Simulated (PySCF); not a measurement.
Reaction (SMILES): N (NH3) + H+ → [NH4+]
B3LYP-D3(BJ)/def2-TZVP geometries, fixed; electronic energies without zero-point terms; positive where energy is released.

Basis-set convergence of the proton affinity at PBE with PySCF. All functions are spherical. Density fitting with generated auxiliary sets. No added dispersion term, no relativity. Functions are those of the species that has most. Reference: the value in def2-QZVPPD, 210.83 kcal/mol, itself unsure by roughly 0.52 kcal/mol (its mean distance from pcseg-3, def2-QZVPP, cc-pVQZ). Deviations are taken from unrounded values.

```
basis        functions  proton affinity (kcal/mol)
-----------  ---------  --------------------------
cc-pVDZ             34                      217.03
aug-cc-pVDZ         59                      209.78
def2-SVP            34                      217.38
def2-SVPD           52                      210.43
pcseg-1             34                      212.54
aug-pcseg-1         59                      208.63
6-311G**            42                      216.01
6-311+G**           46                      211.65
def2-TZVP           55                      212.06
def2-TZVPD          73                      210.58
cc-pVTZ             86                      213.54
aug-cc-pVTZ        138                      210.71
pcseg-2             86                      211.47
aug-pcseg-2        138                      210.76
def2-TZVPP          87                      212.19
def2-TZVPPD        105                      210.95
def2-QZVPP         177                      211.16
def2-QZVPPD        195                      210.83
```

What the diffuse functions change, pair by pair:
- cc-pVDZ to aug-cc-pVDZ: 25 more functions, deviation 6.20 to -1.05 kcal/mol
- def2-SVP to def2-SVPD: 18 more functions, deviation 6.55 to -0.39 kcal/mol
- pcseg-1 to aug-pcseg-1: 25 more functions, deviation 1.71 to -2.20 kcal/mol
- 6-311G** to 6-311+G**: 4 more functions, deviation 5.18 to 0.82 kcal/mol
- def2-TZVP to def2-TZVPD: 18 more functions, deviation 1.23 to -0.25 kcal/mol
- cc-pVTZ to aug-cc-pVTZ: 52 more functions, deviation 2.71 to -0.12 kcal/mol
- pcseg-2 to aug-pcseg-2: 52 more functions, deviation 0.65 to -0.07 kcal/mol
- def2-TZVPP to def2-TZVPPD: 18 more functions, deviation 1.36 to 0.12 kcal/mol
- def2-QZVPP to def2-QZVPPD: 18 more functions, deviation 0.33 to 0.00 kcal/mol

Leaving out the reference's own pair, they bring the value nearer the reference by more than 0.52 kcal/mol in 7 of 8 pairs.
